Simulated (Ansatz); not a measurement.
A nudged elastic band was laid between two geometries of CH6OSi + H (10 atoms, charge 0, multiplicity 2).

Theory: Ansatz, UKS PBE0-D4/6-31G*.

| Quantity | Value |
| --- | --- |
| movable images | 5 |
| climbing image | yes |
| spring | 5.0 eV/Å² |
| optimiser | quadratic models (default) |
| start path | through a guess of the saddle point |
| force threshold | 0.5 eV/Å |
| iteration limit | 60 |
| end points | relaxed |

Initial state:

```xyz
10
Properties=species:S:1:pos:R:3
Si 0.213 0.364 0.342
H -1.737 -2.616 1.668
H 1.661 0.682 0.137
C -0.855 1.712 -0.378
H -1.917 1.482 -0.244
H -0.652 2.673 0.106
H -0.664 1.825 -1.451
H -0.049 -0.937 -0.349
O -0.160 0.266 1.964
H 0.289 -0.430 2.458
```

Final state:

```xyz
10
Properties=species:S:1:pos:R:3
Si 0.744 0.553 0.122
H -0.799 -0.527 2.621
H 2.010 1.144 -0.419
C -0.757 1.626 -0.249
H -1.639 1.171 0.210
H -0.631 2.635 0.156
H -0.921 1.710 -1.330
H 0.605 -0.830 -0.432
O -1.436 -0.823 1.958
H -1.049 -1.639 1.616
```

(1) What changes between the two ends?

(2) What energy profile does the band end with?

(3) What is the geometry of the highest image?

Results:

(1) Bonds broken: Si1–O9. Bonds formed: H2–O9. CH6OSi + H becomes CH5Si + H2O.

(2) The forces met the threshold. The highest image is number 2 of 0 to 6, 0.165 eV above the first end and 0.124 eV above the last; the last end lies 0.041 eV above the first. The threshold of 0.5 eV/Å is loose, so the images may lie well off the minimum-energy path. The profile has 2 maxima (images 2, 4) with wells between them (image 3): this band takes more than one step, which may be the mechanism or a detour left from its start path. The order of the point at the top wasn't checked.

| image | path coordinate (Å) | energy (eV) | Si1–O9 (Å) | H2–O9 (Å) |
| --- | --- | --- | --- | --- |
| 0 | 0.00 | 0.000 | 1.67 | 3.30 |
| 1 | 1.45 | 0.104 | 1.68 | 2.13 |
| 2 | 2.90 | 0.165 | 2.87 | 0.97 |
| 3 | 4.35 | 0.089 | 3.33 | 0.97 |
| 4 | 5.80 | 0.163 | 3.64 | 0.97 |
| 5 | 7.25 | 0.103 | 3.31 | 0.97 |
| 6 | 8.69 | 0.041 | 3.17 | 0.97 |

(3) 
```xyz
10
Properties=species:S:1:pos:R:3
Si 0.293 0.039 -0.210
H -1.335 -0.991 2.221
H 1.704 0.451 0.079
C -0.843 1.536 -0.348
H -1.854 1.294 -0.004
H -0.466 2.345 0.285
H -0.904 1.897 -1.380
H 0.281 -0.814 -1.437
O -0.816 -0.197 2.426
H 0.067 -0.541 2.623
```

The run took 95 s on 1 thread of AMD EPYC 9R45 96-Core Processor (Zen 5), with other jobs on the host, peak memory 0.18 GiB.
